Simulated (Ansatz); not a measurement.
Born–Oppenheimer molecular dynamics of CH$_{8}$BN (11 atoms, charge 0, multiplicity 1). It starts at the highest image of a converged band. Of that band: Neighbouring images differ by up to 1.6 eV, so the band resolves the path poorly. A vibrational analysis at the climbing image gives one clearly imaginary mode, 1434i cm⁻¹: a first-order saddle point.

These are results of RKS BLYP/6-31G* (Ansatz), not measurements.

```
ensemble                      : NVE (velocity Verlet)
time step                     : 0.5 fs
steps asked                   : 200
starting velocities drawn for : 100 K
seed                          : 2980
```

First frame:

```xyz
11
Properties=species:S:1:pos:R:3
B -0.049 -0.478 0.247
C -0.077 0.185 2.003
H -1.005 0.152 2.601
H 0.796 0.048 2.665
H -0.005 1.203 1.589
H 1.029 -0.146 -0.179
H -1.043 -0.024 -0.260
N -0.155 -2.041 0.553
H -1.019 -2.517 0.290
H 0.667 -2.616 0.365
H -0.142 -1.130 1.548
```

Question: How far do the bonds stretch over the last three quarters of this one trajectory? (Pairs bonded in most of those frames.)

Answer: 
| bond | mean (Å) | spread (Å) | shortest | longest |
| --- | --- | --- | --- | --- |
| B1–H6 | 1.204 | 0.011 | 1.18 | 1.22 |
| B1–H7 | 1.204 | 0.008 | 1.18 | 1.22 |
| B1–N8 | 1.413 | 0.020 | 1.38 | 1.47 |
| C2–H3 | 1.102 | 0.013 | 1.07 | 1.13 |
| C2–H4 | 1.106 | 0.027 | 1.05 | 1.16 |
| C2–H5 | 1.102 | 0.018 | 1.07 | 1.13 |
| C2–H11 | 1.111 | 0.063 | 1.00 | 1.21 |
| N8–H9 | 1.024 | 0.013 | 1.00 | 1.04 |
| N8–H10 | 1.024 | 0.012 | 1.00 | 1.05 |

Mean temperature of the second half: 1987 K. The conserved energy stayed within 0.22 meV per atom of its start (net change -0.04 meV per atom), so the integration is sound. The kinetic energy rose, since the run started high on the potential surface and went downhill. It ends in pieces (BH4N + CH4), so much of that is their flight and rotation, not heat. A run of 0.1 ps of so small a system gives no equilibrium averages. The orbitals stay closed-shell, which can raise the energy where a bond breaks towards radicals; this wasn't checked here.

Time of the run: 120 s on 1 thread of AMD EPYC 9R45 96-Core Processor (Zen 5), with other jobs on the host, peak memory 0.13 GiB.
